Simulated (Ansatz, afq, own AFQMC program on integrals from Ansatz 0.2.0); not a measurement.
AlSi, quartet in cc-pVDZ, levels against full CI

```xyz
2

Si    0.0000    0.0000    0.0000
Al    0.0000    0.0000    2.3977
```

Basis cc-pVDZ. Noble-gas cores (and the filled d shells of Ga–Kr and In–Xe) are frozen. AFQMC by an in-house program on the Cholesky factors that Ansatz 0.2.0 writes for its CCSD(T) run. The CISD trial takes its coefficients from CCSD amplitudes. Released means that phaseless walkers are propagated on without the constraint, phases kept. ± is one standard error of the sampling.

Determinant: UHF, the one that the program's search chose, which needn't be the lowest solution. The geometry is a PBE0/def2-TZVP stationary point of this or a neighbouring charge and spin state.

Full CI on the same integrals is exact in this basis and with this determinant's frozen core.

Cautions: the ph-AFQMC/HF walk drifts between its halves (2.9 errors).

The T1 diagnostic is 0.0317 and the weight of the determinant in the CISD state is 0.860. The ⟨S²⟩ of the determinant is 3.767. The size of the correlated space is 7 electrons in 26 orbitals.

```tsv
level	correlation energy (eV)
MP2	-2.7177
CCSD	-3.5227
CCSD(T)	-3.6797
```

**Question.** Estimate where AFQMC with the constraint released lies against CCSD(T) on the same integrals.

**Answer.** 1.13 ± 0.20 kcal/mol below CCSD(T).

Reference: full CI, correlation energy -3.737 eV. The released energy is read at 2.40 1/Eh (meV from the phaseless value at times in 1/Eh: -1 ± 10 at 0.24, -10 ± 8 at 0.51, -18 ± 9 at 0.99, -1 ± 8 at 1.62, -5 ± 9 at 2.40).

```csv
level,E − E(reference) (kcal/mol),share of correlation (%)
CCSD(T),1.32,98.46
CCSDT,0.31,99.65
CCSDT(Q),0.02,99.97
ph-AFQMC/HF,1.33 ± 0.76,98.46
ph-AFQMC/CISD,0.30 ± 0.20,99.65
released AFQMC,0.19 ± 0.20,99.78
```

CCSDT and higher add their correlation energy to the determinant of the CCSD(T) run, since their own runs factorise the integrals more tightly (a shift of under 2 meV). A walk keeps the symmetry of its determinant, which the program's search chose and which needn't be the lowest solution, so a lower state of the same spin and another symmetry isn't excluded. Released energies are given only where the last usable release times agree within the noise; a slower fall can still hide under it.
